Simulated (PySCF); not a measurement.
# Relaxation of singlet H4SO

All numbers come from PBE0/[S def2-TZVP, O def2-TZVP, H def2-TZVP], no relativity, density fitting, PySCF. A (50,194) grid was used.

A hand-made square pyramidal (ligand arrangement 1) start, of Cs symmetry, held to at least that symmetry:

```xyz
6
charge 0 multiplicity 1, angstrom
S     0.0000    0.4287    0.0867
O     0.0000   -1.0483   -0.2272
H     0.0000    0.4287    1.4367
H     1.3205    0.4287   -0.1940
H     0.0000    1.7492   -0.1940
H    -1.3205    0.4287   -0.1940
```

Optimiser trace:
```tsv
step	E − E(last) (kJ/mol)	largest gradient (Eh/bohr)
0	66.82	0.08582
1	24.88	0.01753
2	14.24	0.00717
3	6.84	0.00983
4	2.31	0.00887
5	0.23	0.00349
6	0.04	0.00220
7	0.01	0.00075
8	0.00	0.00019
9	0.00	0.00007
```

It ends at C2v with S–H 1.378 Å (×2), S–H 1.399 Å (×2), S–O 1.468 Å; H–S–H 89.0° (×4), H–S–H 91.8°, H–S–H 177.2°, H–S–O 91.4° (×2), H–S–O 134.1° (×2). A frequency run shows a minimum. Other isomers or separated fragments may lie lower.

Final geometry:
Coordinates in bohr (charge 0 multiplicity 1):
```
S     0.0000    0.6892    0.3662
O     0.0000   -1.7603   -0.9352
H     0.0000    1.4126    2.8687
H     2.6424    0.7461    0.3964
H     0.0000    3.1679   -0.4351
H    -2.6424    0.7461    0.3964
```

The relaxation took about 100 core-seconds on a shared host.
